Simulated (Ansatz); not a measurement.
# [SiH3]+ (SMILES [SiH3+]): wB97X/aug-cc-pVTZ

What is the vertical ionisation energy of [SiH3]+ at wB97X/aug-cc-pVTZ? 

The calculation is run with Ansatz 0.2.0.

1 further run of the same task is left out (it didn't finish).

### Step 1. The system as given

[SiH3]+: 4 atoms, total charge +1, spin state singlet. SMILES: `[SiH3+]`. The coordinates come from a PBE0-D4/def2-TZVP relaxation.

Bond lengths: Si1–H2 1.472 Å, Si1–H3 1.472 Å, Si1–H4 1.472 Å. Angles: H2–Si1–H3 120.0°, H2–Si1–H4 120.0°, H3–Si1–H4 120.0°.

### Step 2. The energy at wB97X/aug-cc-pVTZ

molecule.yaml

```yaml
crystal:
  periodic: [false, false, false]
  atoms:
    - {symbol: Si, position_ang: [-0.000000, -0.000000, 0.000000]}
    - {symbol: H, position_ang: [0.686900, 0.675400, 1.113000]}
    - {symbol: H, position_ang: [-0.118400, -1.467200, -0.009900]}
    - {symbol: H, position_ang: [-0.568500, 0.791700, -1.103100]}
basis:
  gaussian:
    orbitals: aug-cc-pVTZ
total_charge: 1
hamiltonian:
  xc: {name: wB97X}
accuracy: high
output: {orbitals: {seedname: orbitals}}
```

Run with:

```console
$ ansatz run molecule.yaml --threads 1 --pin off --max-ram 3480MiB --events-out events.jsonl --progress --plain --runs-dir runs
```

The log of the run:

```text
Warning: RAYON_NUM_THREADS=1 ignored (pool sized by the plan → 1); use --threads N
Functional definition: wB97X
  name "wB97X"
  parameter omega = 0.3/bohr
  parameter cx = 0.157706
  parameter cx1 = 0.726479
  parameter cx2 = 1.04760
  parameter cx3 = -5.70635
  parameter cx4 = 13.2794
  parameter css1 = -4.33879
  parameter css2 = 18.2308
  parameter css3 = -31.7430
  parameter css4 = 17.2901
  parameter cos1 = 2.37031
  parameter cos2 = -11.3995
  parameter cos3 = 6.58405
  parameter cos4 = -3.78132
  exchange = spin_sum(e_x_unif_sr(omega)*poly(b97_u_x, 1 - cx, cx1, cx2, cx3, cx4)) + cx*exact_x_sr(omega)
      + exact_x_lr(omega)
  correlation = spin_sum(e_c_pw_same_spin*poly(b97_u_same, 1, css1, css2, css3, css4))
      + integral(e_c_pw_opposite_spin*poly(b97_u_opposite, 1, cos1, cos2, cos3, cos4))
1784 factors; integrals over basis functions are off by at most 3.7e-9 eV
414 factors; integrals over basis functions are off by at most 1.9e-9 eV
mean field evaluation 1: about -7916.5622 eV, gradient 7.5e0 eV
mean field evaluation 2: about -7916.7302 eV, gradient 1.3e0 eV
mean field evaluation 4: about -7916.7295 eV, gradient 1.3e0 eV
mean field evaluation 8: about -7916.7373 eV, gradient 5.8e-3 eV
mean field evaluation 16: about -7916.7373 eV, gradient 1.6e-7 eV
mean field -7916.73733672 eV, -290.9347309673 hartree, gradient 1.6e-8 eV, S^2 0.000000; 0 other end points of the search recorded, 0 dependent functions left out
reference -7916.73733357 eV, -290.9347308513 hartree; 8, 8 occupied and 111, 111 virtual orbitals, 1784 factors
Total energy: -7916.73733357 eV, -290.9347308513 hartree
```

Wall time 16 s (1 thread of Arm Neoverse V1, shared host); peak memory 0.42 GiB.

### Step 3. Doublet [SiH3]2+, same level

in.yaml

```yaml
crystal:
  periodic: [false, false, false]
  atoms:
    - {symbol: Si, position_ang: [-0.000000, -0.000000, 0.000000]}
    - {symbol: H, position_ang: [0.686900, 0.675400, 1.113000]}
    - {symbol: H, position_ang: [-0.118400, -1.467200, -0.009900]}
    - {symbol: H, position_ang: [-0.568500, 0.791700, -1.103100]}
basis:
  gaussian:
    orbitals: aug-cc-pVTZ
accuracy: high
total_charge: 2
magnetization:
  spin_polarized: true
  initial_magnetization: 1
output: {orbitals: {seedname: orbitals}}
hamiltonian:
  xc: {name: wB97X}
```

Run with:

```console
$ ansatz run in.yaml --threads 1 --pin off --max-ram 3480MiB --events-out events.jsonl --progress --plain --runs-dir runs
```

The log of the run, shortened:

```text
Warning: RAYON_NUM_THREADS=1 ignored (pool sized by the plan → 1); use --threads N
[... 2 set-up lines as earlier in the session ...]
[...]
      + exact_x_lr(omega)
[...]
      + integral(e_c_pw_opposite_spin*poly(b97_u_opposite, 1, cos1, cos2, cos3, cos4))
1784 factors; integrals over basis functions are off by at most 3.7e-9 eV
414 factors; integrals over basis functions are off by at most 1.9e-9 eV
[...]
mean field -7895.86025485 eV, -290.1675123594 hartree, gradient 5.7e-8 eV, S^2 0.759298; 4 other end points of the search recorded, 0 dependent functions left out
reference -7895.86025284 eV, -290.1675122854 hartree; 8, 7 occupied and 111, 112 virtual orbitals, 1784 factors
Total energy: -7895.86025284 eV, -290.1675122854 hartree
```

Run time: 2.6 min. Hardware: 1 thread of Arm Neoverse V1, shared host; peak memory 0.64 GiB.

### Step 4. Summary of results

At wB97X/aug-cc-pVTZ:

```
                                            quantity          value
                       singlet [SiH3]+: total energy  -290.93473 Eh
                        singlet [SiH3]+: HOMO energy      -20.20 eV
                        singlet [SiH3]+: LUMO energy       -7.93 eV
                      singlet [SiH3]+: HOMO–LUMO gap       12.27 eV
                      doublet [SiH3]2+: total energy  -290.16751 Eh
doublet [SiH3]2+: HOMO energy (highest over α and β)      -27.87 eV
 doublet [SiH3]2+: LUMO energy (lowest over α and β)      -21.52 eV
                              doublet [SiH3]2+: ⟨S²⟩          0.759
vertical ionisation energy (to the doublet dication)      20.877 eV
```

The vertical ionisation energy comes to 20.88 eV (481 kcal/mol). The negative HOMO energy of the first species, 20.20 eV, lies 0.68 eV below that difference.
